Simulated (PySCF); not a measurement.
hydrogen peroxide cation (H₂O₂), SMILES OO (connectivity only; charge and spin as stated), charge +1, multiplicity 2.

Geometry: ωB97X-D3(BJ)/def2-TZVP. The multiplicity is an assumed one; other spin states were not compared.

Calculation: PySCF with SMD-ωB97X/6-31G*.

Solvation free energies are E(SMD) − E(gas) at the gas-phase geometry, for 1 M in both phases.

Task: Rank water, 2-propanol, dichloromethane by solvation free energy, most negative first.

Result: water (-92.3 kcal/mol), 2-propanol (-86.6 kcal/mol), dichloromethane (-68.9 kcal/mol)
